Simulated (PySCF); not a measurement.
An unknown shows these calculated signals:

¹H NMR (400 MHz, computed): δ 6.33 (tdd, J = 3.5, 2.3, 1.4 Hz, 1H), 6.19 (dtd, J = 7.0, 3.4, 1.4 Hz, 1H), 5.05 (dt, J = 52.9, 3.5 Hz, 2H).

¹³C{¹H} NMR (computed): δ 136.4 (CH2, d, J = 12.5 Hz), 132.4 (C, d, J = 19.4 Hz), 121.8 (C, d, J = 5.5 Hz), 89.2 (CH2, d, J = 249.6 Hz).

[PySCF 2.14.0 with density-fitted response routines: shieldings: GIAO PBE/pcSseg-2; geometry: PBE0-D3(BJ)/def2-SVP; J couplings at B3LYP/pcJ-1 (spin–dipole term only in couplings to heteroatoms); non-relativistic Hamiltonian; one conformer; gas phase; rapidly exchanging positions averaged]

δ = σ(ref) − σ, references computed at the same level: ¹H (σref 31.18) and ¹³C (σref 179.39) vs TMS.

Which of these does the molecule contain: a ketone, a CF3 group, a nitrile, a non-aromatic C=C double bond, a three-membered ring?

Answers


- A ketone: no.
- A CF3 group: no.
- A nitrile: yes (δC 121.8).
- A non-aromatic C=C double bond: yes.
- A three-membered ring: no.

The data belong to `C=C(C#N)CF`, C₄H₄FN; they needn't prove each group on their own.

Carbon signals by region: 3 in the sp2 and nitrile region (100–160 ppm), 1 at 50–100 ppm.

Common functionals overestimate the size of one-bond C–F couplings by tens of Hz; these are unscaled. Splittings below 1 Hz are ignored in the labels, and close J values are merged. Shifts are as computed, not scaled to solution data. Of 1211 compounds with measured shifts, 218 miss one by over three times the rms of a fit or turn the order of signals round; such compounds aren't used in these exercises.
